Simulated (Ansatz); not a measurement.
Hexagonal BN: LDA at its full settings (plane-wave cutoff 520 eV, 18×18×6 k mesh (along the axes of the cell as run), Fermi–Dirac smearing 0.01 eV, scalar-relativistic PAW data made under PBE) and at cheaper ones, in a cell of 4 atoms with Γ-centred meshes.

| level and setting | equilibrium lattice constant a (Å) | c axis length (Å) | bulk modulus (GPa) |
|---|---|---|---|
| LDA (Ansatz) | 2.489 | 6.494 | 27.1 |
| LDA (Γ point alone) (Ansatz) | 2.548 | 8.913 | 5.66 |
| LDA (2×2×2 k mesh) (Ansatz) | 2.535 | 4.927 | 126 |
| LDA (4×4×4 k mesh) (Ansatz) | 2.488 | 6.537 | 26.6 |

Largest shifts from the full settings: lattice constant a +2.37 % (LDA (Γ point alone)), against a difference of -0.60 % of the full result from the reference 2.504 Å (measured, 297 K, not corrected to a static lattice; as tabulated in Ioffe Institute, New Semiconductor Materials archive); lattice parameter c +37 % (LDA (Γ point alone)), against a difference of -2.51 % of the full result from the reference 6.661 Å (measured, 297 K, not corrected to a static lattice; as tabulated in Ioffe Institute, New Semiconductor Materials archive); bulk modulus +365 % (LDA (2×2×2 k mesh)), against a difference of -1.1 % of the full result from the reference 27.4 ± 0.9 GPa (measured, room temperature, no zero-point or thermal correction; as tabulated in Muhammad et al. (2024), arXiv:2307.07533).

The full settings aren't shown to be converged themselves.

Caveats: LDA has no dispersion term either, though it tends to give short spacings of layers, chains or molecules (LDA, LDA (Γ point alone), LDA (2×2×2 k mesh), LDA (4×4×4 k mesh)); for a layered or molecular solid the relaxed cell lies over 5 % above the published volume, where the minimum can be shallow (LDA (Γ point alone)). Ansatz's density-functional and Hartree–Fock values are scalar-relativistic unless marked +SOC, with PAW data made under PBE.

Run with cheap settings on purpose, which may leave them unconverged: LDA (2×2×2 k mesh), LDA (4×4×4 k mesh), LDA (Γ point alone).

Ansatz is a quantum-chemistry and plane-wave program.
